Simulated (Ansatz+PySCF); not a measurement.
The numbers below are computed, except where a source is named.
Input for PySCF 2.14.0:

```python
from pyscf import gto, scf, cc

mol = gto.M(atom="""
P 0.000000 0.000000 0.000000
S 0.721010 0.961340 2.081370
""", basis='sto-3g', charge=0, spin=1)
mf = scf.UHF(mol)
mf.kernel()
mycc = cc.CCSD(mf, frozen=10).run()
et = mycc.ccsd_t()
print(mf.e_tot, mycc.e_corr, et, mycc.e_tot + et)
```

The script is written out from the run's settings.

Results

```json
{
  "Converged": "yes",
  "Reference energy": "-729.90509 hartree",
  "CCSD correlation energy": "-0.15490 hartree",
  "Triples correction": "-0.02161 hartree",
  "Total energy": "-730.08160 hartree",
  "Spin squared of the determinant": "0.864"
}
```

The reference isn't the lowest determinant (another lies 3.41 eV lower), but the same method gives a higher total on the lower determinant. Caution: large share of triples, a single reference is doubtful; the unrestricted determinant is spin contaminated.
